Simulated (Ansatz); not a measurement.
```yaml
crystal:
  periodic: [false, false, false]
  atoms:
    - {symbol: O, position_ang: [-1.833563, -0.132226, -0.001556]}
    - {symbol: Si, position_ang: [-0.382268, 0.583300, 0.004819]}
    - {symbol: S, position_ang: [1.334581, -0.453324, -0.003495]}
    - {symbol: H, position_ang: [-2.699819, 0.266980, 0.001597]}
basis:
  gaussian: {orbitals: def2-TZVP}
magnetization: {spin_polarized: true, initial_magnetization: 1}
hamiltonian: {xc: pbe0}
relax: {f_tol: 0.004, max_steps: 80}
```

```sh
$ ansatz run in.yaml --threads 1 --pin off --events-out ev --progress --plain --max-ram 2176MiB
```

Steps of the relaxation (energy above the last step; positions in Å, forces in eV/Å):

```
4
step 1, 71.0 meV
O    -1.834   -0.132   -0.002   -0.015   -0.527   -0.004
Si   -0.382    0.583    0.005    1.113   -0.485   -0.004
S     1.335   -0.453   -0.003   -1.035    0.666    0.005
H    -2.700    0.267    0.002   -0.063    0.347    0.003
```

```
4
step 2, 29.3 meV
O    -1.828   -0.145   -0.002   -0.202   -0.436   -0.004
Si   -0.370    0.561    0.005   -0.095    0.243    0.002
S     1.302   -0.431   -0.003    0.207   -0.070   -0.001
H    -2.685    0.281    0.002    0.091    0.262    0.002
```

```
4
step 3, 21.7 meV
O    -1.836   -0.154   -0.002   -0.168   -0.396   -0.003
Si   -0.374    0.549    0.005   -0.032    0.210    0.002
S     1.313   -0.424   -0.003    0.083   -0.036    0.000
H    -2.683    0.294    0.002    0.116    0.222    0.002
```

```
4
step 4, 71.2 meV
O    -1.881   -0.249   -0.002    1.863    0.562    0.005
Si   -0.385    0.567    0.005   -1.367   -0.986   -0.009
S     1.301   -0.409   -0.003    0.113    0.073    0.001
H    -2.616    0.355    0.002   -0.609    0.351    0.003
```

```
4
step 5, 2.4 meV
O    -1.852   -0.199   -0.002   -0.233    0.022    0.000
Si   -0.392    0.533    0.004    0.029    0.014    0.000
S     1.319   -0.406   -0.003   -0.047    0.029    0.000
H    -2.656    0.337    0.002    0.251   -0.065    0.000
```

```
4
step 8, 0.0 meV
O    -1.860   -0.214   -0.002    0.000    0.000    0.000
Si   -0.400    0.525    0.004    0.000    0.000    0.000
S     1.317   -0.398   -0.003    0.000    0.000    0.000
H    -2.638    0.352    0.002    0.000    0.000    0.000
```

Close pairs at the end: O1–H4 0.962 Å, O1–Si2 1.636 Å, Si2–S3 1.950 Å.

A stationary point of unrestricted PBE0 after 8 steps, with ⟨S²⟩ = 0.757 against 0.75 for a pure state; no frequencies were run, so it isn't proven a minimum. 40 s on 1 thread of Intel Xeon Platinum 8375C, shared host.
